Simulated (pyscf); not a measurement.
PySCF, gas phase, ωB97X-D3(BJ)/def2-SVP geometries.

Question: Estimate by transition-state theory the rate constant of H₃Ge–AsH₂ + H• -> AsH₂• + GeH₄ (doublet surface; As–Ge broken, Ge–H formed) at 600 K, with ωB97M-D3(BJ)/def2-TZVP energies (ideal gas, 1 atm, RRHO with modes under 100 cm⁻¹ raised to 100, one conformer, R ln 2 for chiral ones without a mode under 150 cm⁻¹; no tunnelling).

Answer: The electronic barrier is 5.1 kcal/mol and the thermal terms add +13.8, so ΔG‡ = 18.9 kcal/mol. With k_BT/h = 1.25e+13 s⁻¹ and RT = 1.192 kcal/mol, and a volume of 8.18e-20 cm³ per molecule at 1 atm, k = 1.3e-13 cm³ molecule⁻¹ s⁻¹. Wigner's tunnelling factor for 675i cm⁻¹ would be 1.11. A shift of 1 kcal/mol in the barrier changes k by a factor 2.3. This is the saddle that the search found; another between the same sides may lie lower. The angle at the attacked Ge is 179°. Elements up to Kr have no core potential and no relativistic terms here.
